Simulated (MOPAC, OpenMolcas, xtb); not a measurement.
A ladder of methods for CHF2 (difluoromethyl radical)

CHF2: 4 atoms, total charge 0, spin state doublet. SMILES: `F[CH]F`. The shape is that of a PBE0-D4/def2-TZVP optimisation.

Each level gives the dipole moment (D). The values are calculated.

```csv
level,kind,program,value (D)
GFN2-xTB,semi-empirical,xtb,1.59
MNDO,semi-empirical,MOPAC,1.79
PM3,semi-empirical,MOPAC,1.36
GFN0-xTB,semi-empirical,xtb,1.06
ROHF/STO-3G,Hartree–Fock,OpenMolcas,0.91
UHF/STO-3G,Hartree–Fock,OpenMolcas,0.91
UHF/3-21G,Hartree–Fock,OpenMolcas,1.87
UHF/def2-SVP,Hartree–Fock,OpenMolcas,1.74
USVWN5/STO-3G,LDA,OpenMolcas,0.58
UPBE/STO-3G,GGA,OpenMolcas,0.54
```

The values span 0.54 to 1.87 D. Magnitudes only: a small dipole may point the other way at some levels. Sets without polarisation functions give poor dipoles.
